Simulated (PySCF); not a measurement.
# Molecular orbitals of SiP⁻

PBE0 at R = 2.014 Å; basis Si aug-cc-pV(D+d)Z, P aug-cc-pV(D+d)Z; no relativity; PySCF 2.14. State: ¹Σ⁺ (singlet), closed shell. Only the outer orbitals are listed, counted within each symmetry.

```
orbital  occ.  ε (eV)  on Si (%)           main shells (%)
     7σ     2  -10.78         33           65 P s, 26 Si s
     8σ     2   -5.22         60   56 Si s, 24 P s, 16 P p
     9σ     2   -1.23         56  40 Si p, 39 P p, 14 Si s
     3π     2   -1.13         37           62 P p, 35 Si p
     3π     2   -1.13         37           62 P p, 35 Si p
     4π     0    3.26         80           78 Si p, 19 P p
     4π     0    3.26         80           78 Si p, 19 P p
```

Question: Which are the highest filled and the lowest empty level, where do they sit, and how wide is the gap?

Answer: Highest filled 3π at -1.13 eV (in %: 62 P p, 35 Si p); lowest empty 4π at 3.26 eV (in %: 78 Si p, 19 P p); the gap at PBE0 is 4.39 eV. An empty level above zero is unbound, and its energy depends on the basis.

```json
{"bond order (Mayer)": "2.69", "⟨S²⟩": "0.000", "charge on Si (Mulliken, basis-dependent)": "-0.44", "charge on Si (Löwdin, basis-dependent)": "-0.38", "dipole moment (positive dipole points towards P; it is taken about the centre of mass and depends on that origin)": "-0.40 D", "polarisability along the bond": "138.0 bohr³", "polarisability across the bond": "77.0 bohr³"}
```
